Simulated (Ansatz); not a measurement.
# SiH₃+ (singlet): wave-function methods side by side, aug-cc-pVDZ

How much of the correlation energy of SiH₃+ (singlet) does each wave-function method recover here?

Computed with Ansatz 0.2.0, Gaussian basis. Level: aug-cc-pVDZ, core rule «outside noble gas», up to 5 orbitals frozen.

Plan: UHF; CCSD(T) on RHF; BCCD(T) on RHF; CISD; CCSDT(Q) on RHF; CCSDTQ on RHF; Full CI.

5 further runs of the same task are left out: 2 for a known fault of the program, 3 set aside as unsound or not needed.

**1. The geometry**

The geometry is a PBE0/def2-TZVP stationary point (not a proven minimum).

4 atoms, charge 1, spin multiplicity 1.

Atoms are counted from 1 here; the program's logs count them from 0.

Bond lengths: Si1–H2 1.472 Å, Si1–H3 1.472 Å, Si1–H4 1.472 Å. Angles: H2–Si1–H3 120.0°, H2–Si1–H4 120.0°, H3–Si1–H4 120.0°.

**2. UHF**

File in.yaml:

```yaml
crystal:
  periodic: [false, false, false]
  atoms:
    - {symbol: Si, position_ang: [0.000000, 0.000000, 0.000000]}
    - {symbol: H, position_ang: [1.471943, 0.014227, -0.000096]}
    - {symbol: H, position_ang: [-0.748293, 1.267623, -0.002905]}
    - {symbol: H, position_ang: [-0.723650, -1.281850, 0.003001]}
basis:
  gaussian: {orbitals: aug-cc-pVDZ}
total_charge: 1
magnetization: {spin_polarized: true, initial_magnetization: 0}
hamiltonian: {xc: hf}
output: {orbitals: {seedname: orbitals}}
```

Launch:

```bash
ansatz run in.yaml --threads 1 --pin off --events-out ev --progress --plain --max-ram 4096MiB --backend cpu
```

Further steps of the session: CCSD(T) on RHF; BCCD(T) on RHF; CISD; CCSDT(Q) on RHF; CCSDTQ on RHF; Full CI.

Before running them: what should the planned runs give, taken together? Wanted: FCI below the RHF energy; RMP2 from FCI; RCCSD from FCI; RCCSD(T) from FCI; RCCSDT(Q) from FCI; T1 diagnostic; effectively unpaired electrons.

**Answer**, as computed:

| quantity | value |
| --- | --- |
| FCI below the RHF energy | -3.0948 eV |
| RMP2 from FCI | +72.0 kJ/mol |
| RCCSD from FCI | +5.8 kJ/mol |
| RCCSD(T) from FCI | +1.4 kJ/mol |
| RCCSDT(Q) from FCI | 0.0 kJ/mol |
| levels within 1 kcal/mol (43 meV) | RCCSD(T), BCCD(T), RCCSDT, RCCSDT(Q), RCCSDTQ |
| T1 diagnostic | 0.009 |
| effectively unpaired electrons | 0.03 |

RCCSD(T) misses by +1.4 kJ/mol, 0.5 % of the correlation energy. One determinant dominates. These misses are within one basis, not against nature.
